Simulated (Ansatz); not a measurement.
Relaxation of C2H5FO (9 atoms, charge 0, multiplicity 1), to a largest force component of 0.015 eV/Å in at most 40 steps.

All numbers below come from Ansatz 0.2.0, RKS B3LYP-D4/def2-SVP.

```xyz
9
Properties=species:S:1:pos:R:3:forces:R:3
C 0.295 1.152 0.009 -0.92 -0.83 0.40
O 0.104 0.009 0.829 0.31 0.28 0.00
C 1.282 -0.321 1.520 -0.52 -0.76 -2.01
F 1.044 -1.426 2.224 -0.34 -0.69 0.82
H 1.048 0.981 -0.743 0.72 -0.17 -0.77
H 0.602 1.972 0.622 0.46 1.23 0.62
H -0.639 1.452 -0.492 -0.08 -0.37 0.15
H 2.083 -0.580 0.794 0.12 0.26 -0.10
H 1.624 0.469 2.159 0.24 1.06 0.88
```

Where does it end, and by what steps?

The run converged. After 4 steps the energy has fallen by 0.136 eV; H7 moved furthest, 0.09 Å.

```csv
step,energy less start (eV),largest force component (eV/Å),accepted
0,0.0000,2.010,yes
1,-0.1214,0.643,yes
2,-0.1352,0.158,yes
3,-0.1363,0.035,yes
4,-0.1364,0.011,yes
```

```xyz
9
Properties=species:S:1:pos:R:3
C 0.300 1.164 0.017
O 0.134 0.030 0.829
C 1.284 -0.343 1.500
F 0.994 -1.444 2.235
H 1.059 1.002 -0.775
H 0.604 2.055 0.604
H -0.666 1.374 -0.462
H 2.103 -0.594 0.788
H 1.631 0.463 2.184
```

Whether the end is a true minimum wasn't checked by a vibrational analysis.

Run time: 21 s on 1 thread of Intel(R) Xeon(R) Processor @ 2.70GHz (shared host), peak memory 0.16 GiB.
